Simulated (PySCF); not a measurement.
**Computed properties of AlCl3, SMILES [Cl][Al]([Cl])[Cl]**

AlCl3, SMILES [Al]([Cl])([Cl])[Cl]. Geometry optimised at B3LYP-D3(BJ)/def2-SVP. The isomer is the one that the SMILES or the coordinates give; other isomers of the formula were not compared. The values are those of a single conformer. All values are computed for the isolated molecule unless a solvent is named; none is compared with measurement here.

**Structure.** The optimised structure has D3h symmetry. All 6 harmonic modes at B3LYP-D3(BJ)/def2-SVP (PySCF) are real, so it is a minimum. With heavy atoms numbered as in [Al:1]([Cl:2])([Cl:3])[Cl:4], the shortest bond between them is Al1–Cl3 at 2.085 Å and the longest Al1–Cl2 at 2.085 Å.

**Vibrations.** The strongest infrared lines (harmonic, unscaled, degenerate partners summed) lie at 630 cm⁻¹ (321 km/mol, Al 68 %, Cl 32 %), 203 cm⁻¹ (37 km/mol, Al 80 %, Cl 20 %), 148 cm⁻¹ (15 km/mol, Cl 88 %, Al 12 %). The softest mode is at 148 cm⁻¹ and the zero-point energy is 3.1 kcal/mol.

**Electronic structure.** CAM-B3LYP/def2-TZVPD (PySCF) places the frontier levels at -10.79 and -0.77 eV, a gap of 10.02 eV, and gives a dipole moment of 0.00 D and a mean polarisability of 63.5 bohr³. PBE/def2-TZVPD (PySCF) at the same geometry gives -8.02 and -2.40 eV, so its gap is 4.40 eV narrower. An orbital gap is neither the optical nor the fundamental gap.

**Excitations.** TDA-B3LYP/def2-SVPD (PySCF) has S1 at 6.23 eV (199 nm, f = 0.000, dark); the most intense of the 10 singlets computed lies at 7.37 eV (f = 0.18). Strengths of degenerate partners are summed. T1 (TDA) is at 5.99 eV, 0.24 eV under S1. TDA-PBE/def2-SVPD (PySCF) puts S1 at 5.73 eV. No vertical singlet excitation falls in the visible range (under 3.1 eV).
